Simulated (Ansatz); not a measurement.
Geometry optimisation, RKS PBE-D4/def2-SVP in Ansatz 0.2.0.

input.yaml

```yaml
crystal:
  periodic: [false, false, false]
  atoms:
    - { symbol: Si, position_ang: [0.0, 0.0, 0.0] }
    - { symbol: H, position_ang: [0.9994, 0.0, 1.3254] }
    - { symbol: H, position_ang: [1.5827, 0.0, 0.5009] }
    - { symbol: Cl, position_ang: [-1.0032, 1.7381, -0.7093] }
    - { symbol: "N", position_ang: [-0.8572, -1.4851, -0.6061] }
    - { symbol: H, position_ang: [-1.3922, -2.1014, 0.0704] }
    - { symbol: H, position_ang: [-0.8219, -1.7344, -1.6357] }
basis:
  gaussian: { orbitals: def2-SVP }
hamiltonian:
  xc: pbe
  dispersion: d4
relax:
  f_tol: 0.15
  max_steps: 25
  restrain:
    - { distance: [1, 2], at: 1.86, k: 30.0 }
    - { distance: [0, 1], at: 1.46, k: 30.0 }
    - { distance: [0, 2], at: 1.46, k: 30.0 }
```

Run as:

```bash
$ ansatz run input.yaml --threads 1 --pin off --max-ram 2048MiB --backend cpu --events-out ev --progress --plain --runs-dir out
```

Q: Where does it end, and by what steps?

A: It converged. The restraints hold the end off the free minimum; the threshold counts their pulls, which the force column leaves out. Restrained pairs: H2–H3 (1.01 → 1.92 Å), Si1–H2 (1.66 → 1.45 Å), Si1–H3 (1.66 → 1.45 Å). After 6 steps the energy has fallen by 3.733 eV (the restraints' own energy left out); H3 moved furthest, 0.63 Å.

```json
{"step": "0", "energy less start (eV)": "0.0000", "largest force component (eV/Å)": "3.546", "accepted": "yes"}
{"step": "1", "energy less start (eV)": "-1.4392", "largest force component (eV/Å)": "3.103", "accepted": "yes"}
{"step": "2", "energy less start (eV)": "-2.6851", "largest force component (eV/Å)": "2.186", "accepted": "yes"}
{"step": "3", "energy less start (eV)": "-3.5734", "largest force component (eV/Å)": "1.572", "accepted": "yes"}
{"step": "4", "energy less start (eV)": "-3.7173", "largest force component (eV/Å)": "1.494", "accepted": "yes"}
{"step": "5", "energy less start (eV)": "-3.7267", "largest force component (eV/Å)": "1.518", "accepted": "yes"}
{"step": "6", "energy less start (eV)": "-3.7326", "largest force component (eV/Å)": "1.520", "accepted": "yes"}
```

```xyz
7
Properties=species:S:1:pos:R:3
Si 0.107 -0.076 0.066
H 0.485 -0.084 1.471
H 1.544 0.037 -0.129
Cl -0.876 1.665 -0.525
N -0.606 -1.554 -0.464
H -1.472 -1.844 -0.003
H -0.675 -1.727 -1.470
```

The run took 4.7 s on 1 thread of AMD EPYC 9R45 96-Core Processor (Zen 5), with other jobs on the host, peak memory 0.15 GiB.
